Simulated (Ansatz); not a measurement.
# C2H2ClNO: small, medium and large basis sets

An exercise on one series of results from a longer session: the logs are not shown, and one member is left open.

The runs use Ansatz 0.2.0, Gaussian basis; one geometry, several basis sets.

The runs, in order: PBE0-D4/def2-SVP; ωB97M-V/def2-SVP; PBE0-D4/def2-QZVPP; ωB97M-V/def2-QZVPP; the functionals' def2-TZVPP values are taken from earlier runs.

### The relaxed structure

An earlier PBE0-D4 in a triple-zeta def2 set relaxation fixed the geometry.

SMILES `N=C(Cl)C=O`, 7 atoms, charge 0, spin multiplicity 1.

Atoms are counted from 1 here; the program's logs count them from 0.

Bond lengths: N1–C2 1.252 Å, N1–H6 1.018 Å, C2–Cl3 1.734 Å, C2–C4 1.507 Å, C4–O5 1.193 Å, C4–H7 1.106 Å. Angles: C2–N1–H6 113.5°, N1–C2–Cl3 126.4°, N1–C2–C4 118.2°, Cl3–C2–C4 115.4°, C2–C4–O5 124.4°, C2–C4–H7 111.7°, O5–C4–H7 124.0°.

Set-up of the first run:

The input, in.yaml:

```yaml
crystal:
  periodic: [false, false, false]
  atoms:
    - {symbol: N, position_ang: [-0.829271, 0.990237, 0.522741]}
    - {symbol: C, position_ang: [-0.020105, 0.045280, 0.377976]}
    - {symbol: Cl, position_ang: [0.788534, -0.819850, 1.644436]}
    - {symbol: C, position_ang: [0.303620, -0.408128, -1.022194]}
    - {symbol: O, position_ang: [1.056667, -1.294991, -1.285910]}
    - {symbol: H, position_ang: [-0.994711, 1.236430, 1.496841]}
    - {symbol: H, position_ang: [-0.243533, 0.183022, -1.779489]}
basis:
  gaussian: {orbitals: def2-SVP}
hamiltonian: {xc: pbe0, dispersion: d4}
output: {orbitals: {seedname: orbitals}}
```

Steps of the session up to this table: PBE0-D4 in def2-SVP; ωB97M-V in def2-SVP; PBE0-D4 in def2-QZVPP; ωB97M-V in def2-QZVPP.

One table of the session follows, with a row left open; its other results are not shown here.

It belongs to the step «Density functionals: the series». 

| functional | basis | HOMO (eV) | LUMO (eV) |
| --- | --- | --- | --- |
| PBE0-D4 | def2-SVP | -8.11 | -2.46 |
| PBE0-D4 | def2-TZVPP | -8.30 | -2.68 |
| PBE0-D4 | def2-QZVPP | -8.34 | -2.73 |
| ωB97M-V | def2-SVP | ? | ? |
| ωB97M-V | def2-TZVPP | -10.66 | -0.35 |
| ωB97M-V | def2-QZVPP | -10.70 | -0.42 |

Estimate the missing values for ωB97M-V, def2-SVP.

The run gave: HOMO (eV): -10.44; LUMO (eV): -0.06. In the column «HOMO (eV)» it lies between ωB97M-V, def2-TZVPP (-10.66) and PBE0-D4, def2-QZVPP (-8.34).
